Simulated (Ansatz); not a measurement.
## CH₆B₂, SMILES BBC: a ladder of methods at one geometry, step by step

Computed with Ansatz's Python interface.

Run as a notebook:

**Cell 1**
```python
from pathlib import Path

import ansatz as az
import numpy as np
```

**Cell 2**
```python
geometry_ang = [
    ("B", (-0.6199, 0.7268, -1.1955)),
    ("B", (0.0574, 0.5593, 0.2659)),
    ("C", (0.4245, -0.8895, 0.7544)),
    ("H", (-0.8233, -0.1516, -1.8969)),
    ("H", (-0.9575, 1.8493, -1.5899)),
    ("H", (0.2859, 1.5184, 0.9442)),
    ("H", (-0.4253, -1.5213, 0.8398)),
    ("H", (1.2126, -1.3323, 0.0492)),
    ("H", (0.9342, -0.8054, 1.8117)),
]
geometry = az.Crystal.molecule()
for symbol, xyz in geometry_ang:
    geometry = geometry.atom(symbol, xyz)
```

**Cell 3**
```python
model = (
    geometry.calculation()
    .basis(gaussian="def2-SVP")
    .accuracy("medium")
)
```

**Cell 4**
```python
print("functional    E (Ha)        dipole (D)   HOMO (eV)  LUMO (eV)")
for name in ["hf", "blyp", "r2scan0", "revpbe", "pbe0", "cam_b3lyp"]:
    data = model.functional(name).forces().orbitals().run(runs_dir="runs").report
    lines = Path(data["orbitals_path"]).read_text().splitlines()
    field_of = lambda key: [line.split("=")[1].strip() for line in lines if line.startswith(key)]
    orbitals = [(27.211386 * float(e), s, float(n)) for e, s, n in zip(field_of("Ene="), field_of("Spin="), field_of("Occup="))]
    homo = max(e for e, _, n in orbitals if n > 0.5)
    lumo = min(e for e, _, n in orbitals if n < 0.5)
    dipole = 4.803205 * np.linalg.norm(data["charge_distribution"]["dipole_moment_e_ang"])
    print(f"{name:10s} {data['free_energy_ev'] / 27.211386246:14.6f} {dipole:9.3f} {homo:11.3f} {lumo:10.3f}")
```
Output:
```text
functional    E (Ha)        dipole (D)   HOMO (eV)  LUMO (eV)
hf             -90.583681     0.519     -11.227      0.545
blyp           -91.181468     0.823      -6.426     -4.076
r2scan0        -91.180382     0.717      -8.086     -3.072
revpbe         -91.220744     0.840      -6.506     -4.172
pbe0           -91.122819     0.743      -7.904     -3.244
cam_b3lyp      -91.185811     0.690      -9.335     -2.030
```

Notes:
- These settings explore the input space; basis and method may be short of convergence.
- The geometry is a force-field or estimated start, not a minimum of this method, and the basis set is short of its limit. A lower total doesn't mark the better method: functionals have no common bound, and MP2 and coupled cluster aren't variational.
- Levels such as HOMO and LUMO are orbital energies: with these approximate functionals they aren't the ionisation energy and electron affinity, and their gap isn't the fundamental gap.
- Wall time of the script: 11 s on 1 thread of Arm Neoverse V1, on a shared host, peak memory 0.2 GiB.

(Lines on the test bed's own set-up are left out of the output.)
